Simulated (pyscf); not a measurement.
Single points on ωB97X-D3(BJ)/def2-SVP structures (PySCF, gas phase).

Task: For the elementary gas-phase step `[O]=[Cr]([OH])([OH])([F])[F]` → `[O]=[Cr](=[O])([F])[F]` + `[OH2]` (singlet surface; Cr–O, H–O broken, H–O formed), what barrier and reaction energy does ωB97M-D3(BJ)/def2-TZVP give, measured from the reactant's lowest minimum found?

Result: ΔE‡ = 68.0 kJ/mol, ΔE = -82.9 kJ/mol. Zero-point energy shifts the barrier by -12.5 kJ/mol. It is an elimination, with an imaginary mode of 1338i cm⁻¹. On the product side the descent ends in a complex (not fully relaxed), 18.3 kJ/mol under the separated species and 168.1 kJ/mol under the saddle at ωB97X-D3(BJ)/def2-TZVP. One saddle was located; it need not be the lowest between these sides.
